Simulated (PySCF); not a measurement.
A side-by-side comparison of computed properties.

First species: CHCl2F.
SMILES: `FC(Cl)Cl`

Second species: C3H7Cl.
SMILES with atom numbers: `[CH3:1][CH2:2][CH2:3][Cl:4]` (hydrogens: H5, H6, H7 on C1; H8, H9 on C2; H10, H11 on C3)

Levels: CAM-B3LYP/aug-cc-pVTZ for dipole moment, HOMO energy, LUMO energy, HOMO–LUMO gap, static isotropic polarisability and electronic spatial extent ⟨r²⟩ about the centre of nuclear charge; TDDFT CAM-B3LYP/aug-cc-pVTZ for lowest singlet excitation; TDA CAM-B3LYP/aug-cc-pVTZ for lowest triplet excitation (Tamm–Dancoff); PBE0-D3(BJ)/def2-TZVP for rotational constant A and rotational constant C. Geometries: PBE0-D3(BJ)/def2-TZVP. All species are isolated and taken at one optimised geometry, non-relativistic unless stated; the electronic structure was computed with PySCF and density fitting.

The conformers computed, where there is a choice (atom-mapped SMILES and torsion angles):
- `[CH3:1][CH2:2][CH2:3][Cl:4]`: C1–C2–C3–Cl4 180°

Values for the first species:

```
Dipole moment                                                     : 1.29 D
HOMO energy                                                       : -10.61 eV
LUMO energy                                                       : 0.20 eV
HOMO–LUMO gap                                                     : 10.81 eV
Lowest singlet excitation                                         : 7.13 eV
Lowest triplet excitation (Tamm–Dancoff)                          : 6.37 eV
Static isotropic polarisability                                   : 43.6 au
Electronic spatial extent ⟨r²⟩ about the centre of nuclear charge : 465 bohr²
Rotational constant A                                             : 7.024 GHz
Rotational constant C                                             : 2.352 GHz
```

(1) Estimate the same properties for the second species, and the change in each.

Results:

(1) 
```tsv
property	first	second	second less first
dipole moment	1.29 D	2.23 D	+0.94 D
HOMO energy	-10.61 eV	-9.76 eV	+0.85 eV
LUMO energy	0.20 eV	0.19 eV	-0.01 eV
HOMO–LUMO gap	10.81 eV	9.95 eV	-0.86 eV
lowest singlet excitation	7.13 eV	7.28 eV	+0.15 eV
lowest triplet excitation (Tamm–Dancoff)	6.37 eV	6.65 eV	+0.28 eV
static isotropic polarisability	43.6 au	54.1 au	+10.5 au
electronic spatial extent ⟨r²⟩ about the centre of nuclear charge	465 bohr²	540 bohr²	+75 bohr²
rotational constant A	7.024 GHz	26.193 GHz	+19.169 GHz
rotational constant C	2.352 GHz	2.288 GHz	-0.064 GHz
```

On the first: The 10 singlets span 7.13 to 9.02 eV, and their oscillator strengths add up to 0.23. The polarisability is 6.45 Å³ as a volume (1 au = 0.148185 Å³), or 0.87 au for each of the 50 electrons. Isolated species at its PBE0-D3(BJ)/def2-TZVP geometry, gas phase.

On the second: No computed singlet falls in the visible range (750 to 380 nm, 1.65 to 3.26 eV); S1 lies 4.02 eV above its blue end. In wavenumbers S1 is 58700 cm⁻¹ (1 eV = 8065.54 cm⁻¹). The structure is a single PBE0-D3(BJ)/def2-TZVP conformer in the gas phase; no vibrational or solvent corrections.
